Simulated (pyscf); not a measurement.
# Four-centre exchange: AuH (SMILES [AuH]) + HF (SMILES F) -> F–Au (SMILES [F][Au]) + H₂ (SMILES [H][H])

Gas phase, singlet surface, charge 0. Bonds broken: Au1–H2, F3–H4. Bonds formed: Au1–F3, H2–H4. Structures and frequencies: ωB97X-D3(BJ)/def2-SVP in PySCF.

Transition state (Å):

```xyz
4

Au     0.6270     1.7337     0.1926
H      0.0471     0.4794    -1.3009
F      0.4652    -0.3752     0.7202
H      0.1574    -0.0827    -0.5859
```

One imaginary mode, 1227i cm⁻¹; descent along it reached the two sides named, in the forms told below.

| bond | change | reactant side (Å) | saddle | product side |
|---|---|---|---|---|
| Au1–H2 | breaks | 1.547 | 2.035 | 3.8 |
| F3–H4 | breaks | 0.929 | 1.373 | 2.242 |
| Au1–F3 | forms | 2.340 | 2.180 | 1.950 |
| H2–H4 | forms | 4.3 | 0.916 | 0.763 |

Electronic energies relative to the separated reactants (eV):

```
level                   barrier  reaction energy  reverse barrier
----------------------  -------  ---------------  ---------------
ωB97X-D3(BJ)/def2-TZVP     2.00            +1.25             0.74
PBE/def2-TZVP              2.14            +1.47             0.66
r²SCAN/def2-TZVP           2.24            +1.47             0.77
B3LYP-D3(BJ)/def2-TZVP     2.19            +1.41             0.78
PBE0-D3(BJ)/def2-TZVP      2.22            +1.53             0.69
M06-2X/def2-TZVP           2.16            +1.38             0.78
ωB97M-D3(BJ)/def2-TZVP     2.05            +1.33             0.72
HF/def2-TZVP               2.24            +1.20             1.05
```

With ωB97M-D3(BJ)/def2-TZVP energies and thermal terms (ideal gas, 1 atm, RRHO with modes under 100 cm⁻¹ raised to 100, one conformer, R ln 2 for chiral ones without a mode under 150 cm⁻¹), in eV:

```csv
T (K),ΔH‡,ΔG‡,ΔH,ΔG
298,1.94,2.28,+1.25,+1.29
600,1.92,2.64,+1.27,+1.32
900,1.92,3.01,+1.28,+1.34
1200,1.93,3.37,+1.29,+1.36
```

On the reactant side the descent ends in a bound adduct, 0.43 eV under the separated species and 2.42 eV under the saddle at ωB97X-D3(BJ)/def2-TZVP. The products may also form a dative adduct at F–Au; it and routes through it were not searched. At the saddle there is also a short Au–H contact that neither side keeps. This is the saddle that the search found; another between the same sides may lie lower. Elements past Kr carry the def2 core potentials, without spin-orbit coupling.
